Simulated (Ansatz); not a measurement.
## Relaxing ScC₂

Theory: Ansatz 0.2.0, DFT PBE, scalar-relativistic, plane waves, PAW. Cutoff 420 eV, Γ-centred k mesh, Gaussian smearing, no spin polarisation in the final step.

ScC₂ was placed on the 2H molybdenite structure type (P6_3/mmc, No. 194), with Sc in place of Mo, C in place of S, at a guessed volume.

```
Sc C
1.0
     2.67831    0.00000    0.00000
    -1.33915    2.31948    0.00000
     0.00000    0.00000   10.41753
Sc C
2 4
Direct
  0.33333 0.66667 0.25000
  0.66667 0.33333 0.75000
  0.33333 0.66667 0.62750
  0.66667 0.33333 0.12750
  0.33333 0.66667 0.87250
  0.66667 0.33333 0.37250
```

Cell and atoms relax at zero pressure; the relaxation can't lower the symmetry of the start. After a coarse first stage the cell is made exact in the group found at 0.06 Å.

Formation energies are uncorrected and refer to the elements' standard structures at the same level.

Question: Which crystal results?

Answer: It keeps P6_3/mmc (No. 194), but not the shape of the type it started on. Conventional cell: a = 2.714 Å, c = 8.536 Å. Sc has 8 C at 2.35–2.48 Å and 6 Sc at 2.71 Å; around C lie 3 C at 1.62 Å.

Space group P6_3/mmc (No. 194). a = 2.714 Å, b = 2.714 Å, c = 8.536 Å, α = 90.00°, β = 90.00°, γ = 120.00°
```json
{"atom": "Sc", "site": "2c", "symmetry": "-6m2", "x": "0.3333", "y": "0.6667", "z": "0.2500"}
{"atom": "C", "site": "4f", "symmetry": "3m.", "x": "0.3333", "y": "0.6667", "z": "0.5248"}
```

Question: What are its volume, energy, density and gap?

Answer: The volume per atom is 9.08 Å³. The density is 4.21 g/cm³. The energy over the elements is 0.30 eV/atom and the gap on the 18×18×6 mesh is 0 eV (a metal).

The final run used a 18×18×6 mesh on its 6-atom cell and 0.10 eV smearing. For metals, differences of a few meV/atom aren't resolved. Symmetry constrained the relaxation, so the result can be a saddle point.

Cost: 3 runs of about 0.98 core-minutes in all, on Arm Neoverse V2 (shared hosts).